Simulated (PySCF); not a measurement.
Species: nitric acid, HNO3.
Atom-mapped SMILES: `[O:1]=[N+:2]([O-:3])[OH:4]` (hydrogens: H5 on O4)

Cartesian coordinates in Å at the PBE0-D3(BJ)/def2-SVP level; atoms count from 1:
```
atom  x, y, z in Å
O1     0.0051    0.7550   -1.0335
N2    -0.0979   -0.2366   -0.3650
O3    -0.3809   -1.3443   -0.6817
O4     0.1478   -0.0770    0.9807
H5     0.3578    0.8684    1.0647
```

Jobs on this species (5 atoms, 32 electrons) with PySCF (density fitting). Hardware of each: an Arm Neoverse V2 with one thread (shared host). Other jobs ran on the host; a repeat could differ by tens of per cent or more. Peak memory is the resident size of the whole Python process, interpreter and libraries included.

Problem. Rank these jobs by wall time, shortest first.
A. B3LYP/6-31G*; spin–spin couplings from 5 perturbed nuclei; 58 basis functions
B. B3LYP/def2-TZVP; spin–spin couplings from 5 perturbed nuclei; 130 basis functions
C. LDA/def2-SVPD; 10 singlets by full TDDFT, 4 Tamm–Dancoff triplets, polarisability, ΔSCF ions; 97 basis functions
D. PBE/def2-SVPD; 10 singlets by full TDDFT, 4 Tamm–Dancoff triplets, polarisability, ΔSCF ions; 97 basis functions

Solution. A (2.0 s), B (5.0 s), C (14 s), D (29 s).

All jobs:

```json
{"level and settings": "B3LYP/6-31G*", "work": "spin–spin couplings from 5 perturbed nuclei", "basis functions": "58", "SCF cycles": "15", "wall time": "2.0 s", "peak memory": "0.35 GiB"}
{"level and settings": "HF/def2-SVPD", "work": "10 singlets by TDHF, 4 Tamm–Dancoff triplets, polarisability, ΔSCF ions", "basis functions": "97", "SCF cycles": "12", "wall time": "2.0 s", "peak memory": "0.35 GiB"}
{"level and settings": "B3LYP/def2-TZVP", "work": "spin–spin couplings from 5 perturbed nuclei", "basis functions": "130", "SCF cycles": "15", "wall time": "5.0 s", "peak memory": "0.47 GiB"}
{"level and settings": "B3LYP/cc-pVTZ", "work": "spin–spin couplings from 5 perturbed nuclei", "basis functions": "134", "SCF cycles": "15", "wall time": "5.1 s", "peak memory": "0.49 GiB"}
{"level and settings": "LDA/def2-SVPD", "work": "10 singlets by full TDDFT, 4 Tamm–Dancoff triplets, polarisability, ΔSCF ions", "basis functions": "97", "SCF cycles": "16", "wall time": "14 s", "peak memory": "0.35 GiB"}
{"level and settings": "PBE0/def2-SVPD", "work": "10 singlets by full TDDFT, 4 Tamm–Dancoff triplets, polarisability, ΔSCF ions", "basis functions": "97", "SCF cycles": "15", "wall time": "16 s", "peak memory": "0.43 GiB"}
{"level and settings": "CAM-B3LYP/def2-SVPD", "work": "10 singlets by full TDDFT, 4 Tamm–Dancoff triplets, polarisability, ΔSCF ions", "basis functions": "97", "SCF cycles": "14", "wall time": "18 s", "peak memory": "0.43 GiB"}
{"level and settings": "LC-wPBE/def2-SVPD", "work": "10 singlets by full TDDFT, 4 Tamm–Dancoff triplets, polarisability, ΔSCF ions", "basis functions": "97", "SCF cycles": "15", "wall time": "26 s", "peak memory": "0.43 GiB"}
{"level and settings": "PBE/def2-SVPD", "work": "10 singlets by full TDDFT, 4 Tamm–Dancoff triplets, polarisability, ΔSCF ions", "basis functions": "97", "SCF cycles": "16", "wall time": "29 s", "peak memory": "0.38 GiB"}
```

Problem. What do all jobs in the table cost together?

Solution. About 2.0 min; the longest takes about 25 % of that, and about 14 times as long as the shortest.
